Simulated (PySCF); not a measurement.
Telling isomers of C4H10N2 apart by NMR

Non-relativistic Hamiltonian, in vacuum, fast rotation and ring inversion assumed for equivalent nuclei, single conformer. Spin–spin couplings from B3LYP/pcJ-1 (spin–dipole term left out of most H,H and C,H couplings); shieldings: GIAO PBE0/pcSseg-1; GFN2-xTB structure; PySCF 2.14.0 with density-fitted response routines.

References, each an isolated molecule treated in the same way: $^{1}$H (σ = 31.72 ppm) and $^{13}$C (σ = 186.93 ppm) vs TMS. Multiplet labels drop J under 1 Hz and among equivalent protons, and merge close values. Unscaled 3J(H,H) run several per cent high. Where no couplings were computed, multiplicities follow the n + 1 count of equivalent neighbours, and m marks all less simple cases (inequivalent or close neighbours, rings, F or P nearby). Shifts are as computed. Against solution values, carbons near 30 ppm lie about +3 ppm off and those near 130 ppm about +5 ppm. Of 1211 compounds with measured shifts, 218 miss one by over three times the rms of a fit or turn the order of signals round; such compounds aren't used in these exercises. OH and NH positions are gas-phase values without hydrogen bonding to other molecules.

(1) Tabulate the signals of `C=CN(C)NC`, `C1CNCCN1` and their relative energies.

(2) What is the quickest way to tell C=CN(C)NC from C1CNCCN1?

## Answers

(1) 
```tsv
SMILES	carbon types	δC	δH	E rel. (kcal/mol)
C=CN(C)NC	1×CH 1×CH2 2×CH3	149.8, 82.4, 36.7, 35.8	6.55 (m, 1H), 3.78 (m, 1H), 3.45 (m, 1H), 2.79 (s, 3H), 2.72 (br s, 1H), 2.57 (s, 3H)	33.6
C1CNCCN1	4×CH2	54.0	2.69 (s, 8H), 0.24 (br s, 2H)	0.0
```

Energies are electronic energies at PBE0/pcSseg-1 on these geometries, without zero-point or thermal terms, each for the one conformer computed, which needn't be the lowest.

(2) Count the carbon signals: 4 against 1. The first has an alkene carbon bearing nitrogen (CH) at 149.8 ppm, the second an sp3 CH2 bonded to N at 54.0 ppm. In the proton spectra the most deshielded non-exchanging signals are 6.55 (m, 1H) and 2.69 (s, 8H).
